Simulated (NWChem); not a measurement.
The numbers come from NWChem runs, not from measurements. System: propyne (C3H4), charge 0, spin multiplicity 1, at a geometry optimised with PBE0/def2-SVP. Level: RHF/def2-TZVP.

Part of the output:

```
             Northwest Computational Chemistry Package (NWChem) 7.3.0
             --------------------------------------------------------

                                NWChem Input Module
                                -------------------

 Scaling coordinates for geometry "geometry" by  1.889725989
 (inverse scale =  0.529177249)

 Turning off AUTOSYM since
 SYMMETRY directive was detected!

                             Geometry "geometry" -> ""
                             -------------------------

 Output coordinates in angstroms (scale by  1.889725989 to convert to a.u.)

  No.       Tag          Charge          X              Y              Z
 ---- ---------------- ---------- -------------- -------------- --------------
    1 C                    6.0000     1.22339800    -0.19597400     0.00000000
    2 C                    6.0000    -0.21160800     0.03533900     0.00000000
    3 C                    6.0000    -1.40741700     0.22524900     0.00000000
    4 H                    1.0000     1.44914200    -1.27366000     0.00000000
    5 H                    1.0000     1.69660600     0.24757400     0.88975000
    6 H                    1.0000     1.69660600     0.24757400    -0.88975000
    7 H                    1.0000    -2.46859400     0.39082500     0.00000000

 Effective nuclear repulsion energy (a.u.)      58.5542181740

            Nuclear Dipole moment (a.u.)
            ----------------------------
        X                 Y               Z
 ---------------- ---------------- ----------------
    -0.0000037795    -0.0000056692     0.0000000000

      Symmetry information
      --------------------

 Group name             Cs
 Group number              2
 Group order               2
 No. of unique centers     6

      Symmetry unique atoms

     1    2    3    4    5    7


 Summary of "ao basis" -> "" (spherical)
 ------------------------------------------------------------------------------
       Tag                 Description            Shells   Functions and Types
 ---------------- ------------------------------  ------  ---------------------
 *                         def2-tzvp                  on all atoms

 Summary of "ao basis" -> "ao basis" (spherical)
 ------------------------------------------------------------------------------
       Tag                 Description            Shells   Functions and Types
 ---------------- ------------------------------  ------  ---------------------
[...]
  ----- ------------  ---------------      ----- ------------  ---------------
    70      0.285439  3 C  pz                39      0.267578  2 C  pz
    42      0.255919  2 C  pz                73      0.255236  3 C  pz
    76      0.156754  3 C  pz

 Vector   11  Occ=2.000000D+00  E=-3.828148D-01  Symmetry=a'
              MO Center= -6.7D-01,  8.2D-02,  1.9D-13, r^2= 1.9D+00
   Bfn.  Coefficient  Atom+Function         Bfn.  Coefficient  Atom+Function
  ----- ------------  ---------------      ----- ------------  ---------------
    69      0.282030  3 C  py                38      0.264163  2 C  py
    41      0.252504  2 C  py                72      0.252039  3 C  py
    75      0.155109  3 C  py

 Vector   12  Occ=0.000000D+00  E= 1.409869D-01  Symmetry=a'
              MO Center=  1.7D+00, -2.7D-01,  4.7D-16, r^2= 6.2D+00
   Bfn.  Coefficient  Atom+Function         Bfn.  Coefficient  Atom+Function
  ----- ------------  ---------------      ----- ------------  ---------------
     5      9.937789  1 C  s                 43     -3.788973  2 C  px
    67     -3.465284  3 C  s                 96     -2.272253  4 H  s
   102     -2.269076  5 H  s                108     -2.269076  6 H  s
    36     -1.453160  2 C  s                 74     -1.104283  3 C  px
    12     -1.042808  1 C  px                44      0.604112  2 C  py

 Vector   13  Occ=0.000000D+00  E= 1.714792D-01  Symmetry=a'
              MO Center= -3.2D+00,  5.0D-01,  4.3D-16, r^2= 3.5D+00
   Bfn.  Coefficient  Atom+Function         Bfn.  Coefficient  Atom+Function
  ----- ------------  ---------------      ----- ------------  ---------------
    67    -18.017006  3 C  s                 36     17.288532  2 C  s
    43    -12.275549  2 C  px                74    -11.822261  3 C  px
   114     -6.903445  7 H  s                  5      6.617789  1 C  s
    12     -2.002405  1 C  px                44      1.950562  2 C  py
    75      1.878532  3 C  py                35     -0.932397  2 C  s

 Vector   14  Occ=0.000000D+00  E= 1.786275D-01  Symmetry=a'
              MO Center= -1.2D-01, -1.7D-01,  3.1D-12, r^2= 5.5D+00
   Bfn.  Coefficient  Atom+Function         Bfn.  Coefficient  Atom+Function
  ----- ------------  ---------------      ----- ------------  ---------------
    96      1.474068  4 H  s                 75     -0.845581  3 C  py
   102     -0.753698  5 H  s                108     -0.753698  6 H  s
    44      0.740102  2 C  py                13      0.663730  1 C  py
    74     -0.362675  3 C  px                67     -0.355000  3 C  s
    36      0.307356  2 C  s                 38      0.213097  2 C  py

 center of mass
 --------------
 x =  -0.11117956 y =   0.01815774 z =   0.00000000

 moments of inertia (a.u.)
 ------------------
          16.387945386801          31.190524262505           0.000000000000
          31.190524262505         206.353423907419           0.000000000000
           0.000000000000           0.000000000000         211.344678029344

  Mulliken analysis of the total density
  --------------------------------------

    Atom       Charge   Shell Charges
 -----------   ------   -------------------------------------------------------
    1 C    6     6.41   0.85  1.12  0.47  0.63  0.27  1.26  1.36  0.36  0.02  0.06  0.00
    2 C    6     6.10   0.86  1.12  0.50  0.76  0.13  1.21  1.19  0.20  0.02  0.10  0.01
    3 C    6     6.12   0.86  1.12  0.51  0.50  0.06  1.22  1.33  0.49  0.02  0.00  0.01
    4 H    1     0.86   0.26  0.48  0.09  0.02
    5 H    1     0.86   0.26  0.48  0.09  0.02
    6 H    1     0.86   0.26  0.48  0.09  0.02
    7 H    1     0.80   0.25  0.46  0.06  0.02

       Multipole analysis of the density wrt the origin
       ------------------------------------------------

     L   x y z        total         open         nuclear
     -   - - -        -----         ----         -------
     0   0 0 0     -0.000000      0.000000     22.000000

     1   1 0 0      0.298948      0.000000     -0.000004
     1   0 1 0     -0.050610      0.000000     -0.000006
     1   0 0 1     -0.000000      0.000000      0.000000

     2   2 0 0    -10.316876      0.000000    125.289835
     2   1 1 0     -0.724309      0.000000    -19.126407
     2   1 0 1     -0.000000      0.000000      0.000000
     2   0 2 0    -14.808703      0.000000      8.713005
     2   0 1 1     -0.000000      0.000000      0.000000
     2   0 0 2    -14.923007      0.000000      5.654102

 Task  times  cpu:        3.8s     wall:        3.8s

 Total times  cpu:        3.8s     wall:        3.8s
```

Question: Write an NWChem input that would produce this output.

Answer: This is not unique; one that fits is 
```
start mol
memory heap 200 mb stack 900 mb global 1100 mb
geometry units angstroms nocenter noautoz
  C      1.223398    -0.195974     0.000000
  C     -0.211608     0.035339     0.000000
  C     -1.407417     0.225249     0.000000
  H      1.449142    -1.273660     0.000000
  H      1.696606     0.247574     0.889750
  H      1.696606     0.247574    -0.889750
  H     -2.468594     0.390825     0.000000
  symmetry group Cs
end
basis spherical
  * library def2-tzvp
end
scf
  rhf
  nopen 0
  maxiter 100
  thresh 1e-7
  semidirect memsize 60000000 filesize 0
end
task scf energy
```
